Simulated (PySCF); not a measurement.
Si2, SMILES [Si]=[Si] (connectivity only; charge and spin as stated), neutral, multiplicity 3. Atoms are numbered in the order given.

```xyz
2

Si     0.0000     0.0000    -1.1263
Si     0.0000     0.0000     1.1263
```
Charge 0, spin multiplicity 3.

Geometry: PBE0-D3(BJ)/def2-TZVPD.

The numbers are results of PBE0/pcH-1 (PySCF), not measurements.

Unrestricted Kohn–Sham, ⟨S²⟩ = 2.006. Hyperfine tensors hold the contact and dipolar terms, without spin-orbit corrections.

Computed hyperfine couplings:
```json
[
 {"nucleus": "29Si no. 1", "A(iso) (MHz)": "17.4", "A(iso) (G)": "6.2", "dipolar principal values (MHz)": "-24.7, -24.7, 49.4"},
 {"nucleus": "29Si no. 2", "A(iso) (MHz)": "17.4", "A(iso) (G)": "6.2", "dipolar principal values (MHz)": "-24.7, -24.7, 49.4"}
]
```
